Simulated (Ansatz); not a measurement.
**C2F2: basis-set convergence**

How large a basis does C2F2 need? Two functionals are run in growing sets.

Computed with Ansatz 0.2.0, Gaussian basis. Level: one geometry, several basis sets.

Levels to be run: PBE0-D4/def2-SVP; ωB97M-V/def2-SVP; PBE0-D4/def2-QZVPP; ωB97M-V/def2-QZVPP; the functionals' def2-TZVPP values are taken from earlier runs.

### Step 1. The relaxed structure

All runs share one geometry, relaxed beforehand with PBE0-D4 in a triple-zeta def2 set.

4 atoms, charge 0, spin multiplicity 1.

Atoms are counted from 1 here; the program's logs count them from 0.

Bond lengths: F1–C2 1.278 Å, C2–C3 1.184 Å, C3–F4 1.278 Å. Angles: F1–C2–C3 180.0°, C2–C3–F4 180.0°.

### Step 2. PBE0-D4 in def2-SVP

The input, in.yaml:

```yaml
crystal:
  periodic: [false, false, false]
  atoms:
    - {symbol: F, position_ang: [-0.136373, 0.128015, 1.852843]}
    - {symbol: C, position_ang: [-0.033701, 0.030232, 0.583217]}
    - {symbol: C, position_ang: [0.061450, -0.060383, -0.593367]}
    - {symbol: F, position_ang: [0.164125, -0.158164, -1.862993]}
basis:
  gaussian: {orbitals: def2-SVP}
hamiltonian: {xc: pbe0, dispersion: d4}
output: {orbitals: {seedname: orbitals}}
```

Further steps of the session: ωB97M-V in def2-SVP; PBE0-D4 in def2-QZVPP; ωB97M-V in def2-QZVPP.

**Question.** What will the summary of the whole plan be? Wanted: PBE0-D4: double and triple zeta above quadruple; ωB97M-V: double and triple zeta above quadruple.

The runs gave:

| quantity | value |
| --- | --- |
| PBE0-D4: double and triple zeta above quadruple | 9.32, 0.39 eV |
| ωB97M-V: double and triple zeta above quadruple | 9.50, 0.36 eV |

PBE0-D4 gains 8.93 eV from double to triple zeta, then 0.39 eV more. Total energies overstate the basis error of differences, where much of it tends to cancel. The LUMO of ωB97M-V is positive and keeps falling with the basis (4.03 to 2.23 eV): an unbound level that the basis holds in place.
